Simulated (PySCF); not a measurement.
Gas-phase reaction: 2 BOF + 2 B2O3 → 2 FO + 3 B2O2

Computed with PySCF and rigid-rotor harmonic-oscillator thermochemistry at 1 bar. Table values come from the NASA 1993 polynomials. After a fit of one offset per element over all species, the range-separated, M06-2X, PBE0/def2-QZVP and CCSD(T)/def2-TZVPP enthalpies, where run, lie to one side of the table for BOF (+19 kJ/mol): a fault of the table's entry, another state or a shared error of the levels is possible; this was not checked at source. † marks an energy on the PBE0/def2-TZVP geometry and frequencies; other levels use their own. MP2 and CCSD(T) freeze the core. 6-31G* has spherical d functions here. Open shells (unrestricted): FO (multiplicity 2, electronic degeneracy 4); the rest are closed-shell singlets. Spin-orbit splitting is ignored; it lowers the true energy and changes the entropy of FO. B3LYP is the form with VWN-RPA correlation. MP2 isn't extrapolated to the basis-set limit; its ΔH°(298 K) is 1745.7 kJ in def2-SVP and 1758.7 kJ in def2-TZVPP. CCSD(T) isn't extrapolated to the basis-set limit; its ΔH°(298 K) is 1634.9 kJ in def2-SVP and 1645.3 kJ in def2-TZVPP. The harmonic model lacks anharmonicity and excited electronic states, which grow with temperature; levels with a mode under 35 cm⁻¹ are left out. Soft modes under 120 cm⁻¹ make the harmonic entropy rough for B2O3. The table's entry may be an old estimate for BOF, B2O3, FO, B2O2 (not checked at source). Warning, large T1 diagnostic: B2O2 (CCSD(T)/def2-SVP†, CCSD(T)/def2-TZVPP†).

```json
[
 {"level": "table", "ΔH°(298 K), kJ": "1725.4", "minus table": "-", "ΔG°(1200 K), kJ": "1544.6"},
 {"level": "B3LYP/6-31G*", "ΔH°(298 K), kJ": "1609.1", "minus table": "-116.3", "ΔG°(1200 K), kJ": "1417.9"},
 {"level": "BLYP/def2-TZVP†", "ΔH°(298 K), kJ": "1568.0", "minus table": "-157.4", "ΔG°(1200 K), kJ": "1369.8"},
 {"level": "CCSD(T)/def2-SVP†", "ΔH°(298 K), kJ": "1634.9", "minus table": "-90.5", "ΔG°(1200 K), kJ": "1436.7"},
 {"level": "CCSD(T)/def2-TZVPP†", "ΔH°(298 K), kJ": "1645.3", "minus table": "-80.1", "ΔG°(1200 K), kJ": "1447.2"},
 {"level": "HF/def2-TZVP†", "ΔH°(298 K), kJ": "1644.7", "minus table": "-80.7", "ΔG°(1200 K), kJ": "1446.5"},
 {"level": "M06-2X/def2-TZVP†", "ΔH°(298 K), kJ": "1769.7", "minus table": "44.3", "ΔG°(1200 K), kJ": "1571.5"},
 {"level": "MP2/def2-TZVPP†", "ΔH°(298 K), kJ": "1758.7", "minus table": "33.3", "ΔG°(1200 K), kJ": "1560.5"},
 {"level": "PBE0/def2-TZVP", "ΔH°(298 K), kJ": "1644.2", "minus table": "-81.2", "ΔG°(1200 K), kJ": "1446.0"},
 {"level": "ωB97X-V/def2-TZVP†", "ΔH°(298 K), kJ": "1627.8", "minus table": "-97.6", "ΔG°(1200 K), kJ": "1429.7"}
]
```
